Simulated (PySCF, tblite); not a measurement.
**aluminium trichloride and water**

A gas-phase complex of aluminium trichloride and water; neutral, singlet. The structure comes from a short search (6 tight-binding starts) and was relaxed by PBE0-D3(BJ)/def2-SVPD; another way of binding may lie lower. Frequencies by PBE0-D3(BJ)/def2-SVPD show no clear imaginary mode.

Parts: 1 = aluminium trichloride ([Cl][Al]([Cl])[Cl]), atoms 1–4; 2 = water (O), atoms 5–7.

| atom | part | x (Å) | y (Å) | z (Å) |
| --- | --- | --- | --- | --- |
| Cl1 | 1 | 0.399 | -0.833 | 1.845 |
| Al2 | 1 | -0.590 | 0.435 | 0.451 |
| Cl3 | 1 | -2.538 | -0.119 | -0.130 |
| Cl4 | 1 | 0.599 | 1.446 | -0.994 |
| O5 | 2 | -0.820 | 1.958 | 1.670 |
| H6 | 2 | -0.411 | 2.774 | 1.349 |
| H7 | 2 | -0.494 | 1.776 | 2.563 |

| contact | kind (by geometry) | distance (Å) | angle (°) |
| --- | --- | --- | --- |
| Al2···O5 | bond | 1.965 | - |

The parts are joined by the bond Al2–O5, so these are energies of forming such bonds; deforming the relaxed parts to their shape in the adduct costs 6.0 kcal/mol, which the interaction energies leave out.

Interaction energies are complex less parts, with the parts frozen as they stand in it; counterpoise-corrected, in kcal/mol (PySCF). The CCSD(T) estimate is Hartree-Fock/aug-cc-pVQZ, plus the MP2 correlation part extrapolated as X⁻³ from aug-cc-pVTZ and aug-cc-pVQZ, plus CCSD(T) less MP2 in aug-cc-pVDZ; noble-gas cores are frozen. It isn't the exact limit.

Q: Give the interaction energy at each level run.

A: 
| level | interaction | superposition error removed |
| --- | --- | --- |
| Hartree-Fock/aug-cc-pVQZ | -32.72 | - |
| wB97M-D3(BJ)/def2-TZVPD | -33.65 | -0.31 |
| PBE0-D3(BJ)/def2-TZVPD | -33.98 | -0.35 |
| MP2/aug-cc-pVQZ | -34.18 | -0.73 |
| CCSD(T), estimated basis limit | -33.79 | - |

Q: What holds them together? Decompose the wB97M-D3(BJ)/def2-TZVPD energy: frozen parts, their antisymmetrised product, then relaxation.

A: electrostatic -58.5, Pauli repulsion +58.7, orbital relaxation -32.0, dispersion correction -2.2 kcal/mol, which sum to the value before the counterpoise correction; the Pauli term holds the exchange-correlation of the frozen density too. Of the attraction, 63 % is electrostatic, 35 % is orbital relaxation, 2 % is dispersion correction.

The parts were also relaxed and run alone, at the levels used for the complex: shieldings by PBE0/pcSseg-2; core levels by delta-SCF with SCAN, pcX-2 on the ionised atom and pcseg-1 elsewhere, spin-free X2C (2p3/2 is the spin-free 2p value less a third of a first-order spin-orbit splitting).

Q: How do these values change when the complex forms?

A: 
| property | alone | in the complex | change |
| --- | --- | --- | --- |
| shielding of Al2 (ppm) | 408.5 | 451.9 | +43.4 |
| shielding of O5 (ppm) | 328.9 | 267.8 | -61.0 |
| Cl1 2p3/2 core level (eV) | 206.54 | 205.85 | -0.69 |
| Al2 2p3/2 core level (eV) | 83.04 | 82.25 | -0.79 |
| O5 1s core level (eV) | 539.76 | 542.90 | +3.15 |

Q: What are the binding energy from relaxed parts (wB97M-D3(BJ)/def2-TZVPD), and ΔH and ΔG of association at 298.15 K and 1 atm?

A: -27.68 kcal/mol, -25.35 with zero-point energy; ΔH -26.0 and ΔG -17.1 kcal/mol, from harmonic vibrations by PBE0-D3(BJ)/def2-SVPD with low modes damped.
